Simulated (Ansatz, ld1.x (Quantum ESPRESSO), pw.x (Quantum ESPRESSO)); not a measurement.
# Equation-of-state test of one TM potential (S)

S (Z = 16), norm-conserving Troullier–Martins (Kleinman–Bylander form), made with ld1.x (Quantum ESPRESSO) 7.5 (PBEsol, scalar-relativistic). Core [Ne], reference 3s2 3p4. Waves: 3s (bound): rc 1.45 bohr; 3p (bound): rc 1.65 bohr; 3d channel at 0.05 Ry: rc 1.80 bohr. Local part: all-electron potential smoothed inside 1.50 bohr (lloc = -1). Core correction: Bessel-smoothed model core inside 1.35 bohr.

Atomic tests: cutoffs needed: 35 Ry and 60 Ry (the cutoffs (Ry, on a coarse ladder) from which the occupation-weighted sum of valence levels, in a spherical-Bessel basis at the reference potential, stays within 10 and 1 mRy of its value at 400 Ry); ghost test: no extra level below or beside the all-electron valence levels (s, p, d, f tested) (spherical-Bessel basis up to 400 Ry, 20 bohr box); largest excitation error: +208 meV (all-electron minus pseudo) for 3s2 3p0, out of 7 test configurations.

Crystal test: bcc S in pw.x 7.5, no spin, 15³ k-points, Fermi–Dirac smearing 0.01 Ry, cutoffs 75/300 Ry. The reference is all-electron LAPW (Ansatz 0.2.0) with the same functional, mesh and smearing; V0 and B0 come from Birch–Murnaghan fits to the pressures at five volumes. Errors are pseudo minus all-electron; Δ is the rms difference of the E(V) curves that follow from these fits, minima aligned, over ±6 % about the mean V0. Mesh and smearing are coarse, so the numbers serve the comparison and aren't converged zero-temperature values; the lattice is a test structure that the element need not adopt.

```json
{"V (Å³/atom)": "14.098", "P all-electron (GPa)": "6.27", "P pseudo (GPa)": "5.79"}
{"V (Å³/atom)": "14.469", "P all-electron (GPa)": "3.25", "P pseudo (GPa)": "2.80"}
{"V (Å³/atom)": "14.840", "P all-electron (GPa)": "0.59", "P pseudo (GPa)": "0.17"}
{"V (Å³/atom)": "15.211", "P all-electron (GPa)": "-1.75", "P pseudo (GPa)": "-2.14"}
{"V (Å³/atom)": "15.582", "P all-electron (GPa)": "-3.81", "P pseudo (GPa)": "-4.17"}
```

All-electron: a0 = 3.102 Å (V0 = 14.93 Å³/atom), B0 = 97.2 GPa.

Pseudopotential: mean pressure error (GPa): -0.42; a0 (Å): 3.098; a0 error (%): -0.14; B0 error (%): +0.6; Δ (meV/atom): 1.3.

Question: At the middle volume, how do free energy and pressure move when the wave cutoff is lowered (ecutrho kept at four times it)?

Answer:

| cutoff (Ry) | shift of F (meV/atom) | shift of P (GPa) |
| --- | --- | --- |
| 34 | +133.8 | -1.12 |
| 45 | +60.6 | -2.08 |
| 60 | +5.1 | -0.52 |

Input at the middle volume:

```
&control
  calculation='scf', prefix='x', pseudo_dir='./', outdir='./tmp', tstress=.true., disk_io='none'
/
&system
  ibrav=0, nat=1, ntyp=1, ecutwfc=75, ecutrho=300, nbnd=10,
  occupations='smearing', smearing='fd', degauss=0.01
/
&electrons
  conv_thr=1e-09, mixing_beta=0.4, electron_maxstep=70
/
ATOMIC_SPECIES
S 1.0 S.UPF
CELL_PARAMETERS angstrom
  -1.54807253 1.54807253 1.54807253
  1.54807253 -1.54807253 1.54807253
  1.54807253 1.54807253 -1.54807253
ATOMIC_POSITIONS crystal
S 0.0000 0.0000 0.0000
K_POINTS automatic
15 15 15 0 0 0
```

```bash
pw.x < S.scf.in > S.scf.out
```

Lines of the output:

```
Message from routine setup:
     using ibrav=0 with symmetry is DISCOURAGED, use correct ibrav instead
     lattice parameter (alat)  =       5.0670  a.u.
     unit-cell volume          =     100.1453 (a.u.)^3
     number of electrons       =         6.00
     number of Kohn-Sham states=           10
     kinetic-energy cutoff     =      75.0000  Ry
     charge density cutoff     =     300.0000  Ry
     scf convergence threshold =      1.0E-09
     Exchange-correlation= PBESOL
     number of k points=   120  Fermi-Dirac smearing, width (Ry)=  0.0100
     iteration #  1     ecut=    75.00 Ry     beta= 0.40
     total energy              =     -21.44120519 Ry
     estimated scf accuracy    <       0.00118445 Ry
     iteration #  2     ecut=    75.00 Ry     beta= 0.40
     total energy              =     -21.44120048 Ry
     estimated scf accuracy    <       0.00032771 Ry
     iteration #  3     ecut=    75.00 Ry     beta= 0.40
     total energy              =     -21.44122416 Ry
     estimated scf accuracy    <       0.00001062 Ry
     iteration #  4     ecut=    75.00 Ry     beta= 0.40
     total energy              =     -21.44122476 Ry
     estimated scf accuracy    <          9.0E-09 Ry
     iteration #  5     ecut=    75.00 Ry     beta= 0.40
     the Fermi energy is    10.2040 ev
!    total energy              =     -21.44122477 Ry
     estimated scf accuracy    <          8.7E-10 Ry
     smearing contrib. (-TS)   =      -0.00344292 Ry
     The total energy is F=E-TS. E is the sum of the following terms:
     one-electron contribution =       5.81092840 Ry
     hartree contribution      =       0.84212738 Ry
     xc contribution           =      -5.69887043 Ry
     ewald contribution        =     -22.39196720 Ry
     convergence has been achieved in   5 iterations
          total   stress  (Ry/bohr**3)                   (kbar)     P=        1.71
     Message from routine punch:
     Nothing written, as per user request (disk_io='none')
```

The run at the middle volume (120 k-points, 5 iterations) took about 9.8 s on one core of a shared host (Neoverse-V2, 96 threads, 742 GiB, load 26).
